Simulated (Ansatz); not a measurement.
```xyz
2

N     0.0009   -0.0002   -0.6088
O     0.0005   -0.0006    0.5325
```

UHF on doublet NO was run in several spherical basis sets with Ansatz (development build ahead of 0.2.0).

Question: Rank the basis sets by the total energy that they give, lowest first, with the distance from the lowest.
A. cc-pVDZ
B. def2-TZVP
C. cc-pVTZ

Answer: B (0.00 eV), C (0.17 eV), A (1.16 eV).

Totals follow the description of the cores as much as that of the bonds, so this order isn't one of quality for chemistry.
